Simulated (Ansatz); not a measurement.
`F[SiH2][SiH3]` + H₂S → `[SiH3][SiH2]S` + H–F at 700 K and 1 bar (ligand exchange at the Si–F bond).

Program: Ansatz. Geometries: PBE0-D4/def2-TZVP. ΔE: electronic, gas phase. CBS: MP2 limit from def2 TZ/QZ plus the TZ coupled-cluster correction, frozen cores. This one scheme is used for every species. Each species was taken in one conformer, which may not be the lowest.

```tsv
species	CCSD(T)/CBS energy (Eh)	H − E (kJ/mol)	S (J/(mol·K))
`F[SiH2][SiH3]`	-681.00067	179.4	406.1
H₂S	-398.97279	64.8	236.9
`[SiH3][SiH2]S`	-979.55409	206.9	447.4
H–F	-100.39570	45.2	198.5
```

H − E and S are ideal-gas, rigid-rotor, harmonic terms from PBE0-D4/def2-TZVP, for one conformer and one mirror image of each species. 1 Eh = 2625.50 kJ/mol, R = 8.31446 J/(mol·K).

Task: By hand: ΔE, ΔH, ΔS and ΔG.

Result: ΔE = (-979.55409) + (-100.39570) − (-681.00067) − (-398.97279) = 0.02367 Eh = 62.1 kJ/mol. Δ(H − E) = 206.9 + 45.2 − 179.4 − 64.8 = 7.9, so ΔH = 70.0 kJ/mol. ΔS = 447.4 + 198.5 − 406.1 − 236.9 = 2.9 J/(mol·K). ΔG = 70.0 − 700 × (2.9)/1000 = 68.0 kJ/mol.

Task: By hand: the equilibrium constant, and the temperature at which ΔG would vanish if ΔH and ΔS stayed fixed.

Result: log₁₀ K = −ΔG/(RT ln 10) = -5.1. ΔG = 0 at ΔH/ΔS = 24138 K, far beyond where these terms or the molecules hold.

The number of gas molecules stays the same, so ΔS is small and ΔH decides. A doubt of 5 kJ/mol in ΔE shifts log₁₀ K by 0.4 here. Other conformers and mirror images would add mixing entropy, several J/(mol·K) or more a flexible species. These are equilibria of isolated gas molecules and say nothing of rates. Largest T1 diagnostic: 0.012 (customary marks: 0.02 for closed shells, 0.045 for open ones).
